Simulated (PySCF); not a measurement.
Gas-phase reaction: SiO + 4 OH → SiH4 + 5 O

Computed with PySCF and rigid-rotor harmonic-oscillator thermochemistry at 1 bar. The comparison is the NASA 1993 polynomial table, which mixes measured and estimated data. † marks an energy on the PBE0/def2-TZVP geometry and frequencies; other levels use their own. CCSD(T) freezes the core. 6-31G* has spherical d functions here. Open shells (unrestricted): OH (multiplicity 2, electronic degeneracy 4), O (multiplicity 3, electronic degeneracy 9); the rest are closed-shell singlets. Spin-orbit splitting is ignored; it lowers the true energy and changes the entropy of OH, O. CCSD(T) isn't extrapolated to the basis-set limit; its ΔH°(298 K) is 1020.4 kJ in def2-SVP and 1144.5 kJ in def2-TZVPP. The harmonic model lacks anharmonicity and excited electronic states, which grow with temperature; levels with a mode under 35 cm⁻¹ are left out. The table's entry may be an old estimate for SiO, OH (not checked at source). Warning, large T1 diagnostic: SiO (CCSD(T)/def2-SVP†).

```json
[
 {"level": "table", "ΔH°(298 K), kJ": "1223.2", "minus table": "-", "ΔG°(1200 K), kJ": "1135.6"},
 {"level": "CCSD(T)/def2-SVP†", "ΔH°(298 K), kJ": "1020.4", "minus table": "-202.8", "ΔG°(1200 K), kJ": "930.5"},
 {"level": "HF/6-31G*", "ΔH°(298 K), kJ": "405.5", "minus table": "-817.7", "ΔG°(1200 K), kJ": "317.1"},
 {"level": "PBE/def2-SVP", "ΔH°(298 K), kJ": "1244.9", "minus table": "21.7", "ΔG°(1200 K), kJ": "1155.5"},
 {"level": "PBE0/def2-SVP†", "ΔH°(298 K), kJ": "1112.7", "minus table": "-110.5", "ΔG°(1200 K), kJ": "1022.8"},
 {"level": "r2SCAN/def2-TZVP†", "ΔH°(298 K), kJ": "1210.5", "minus table": "-12.7", "ΔG°(1200 K), kJ": "1120.6"}
]
```
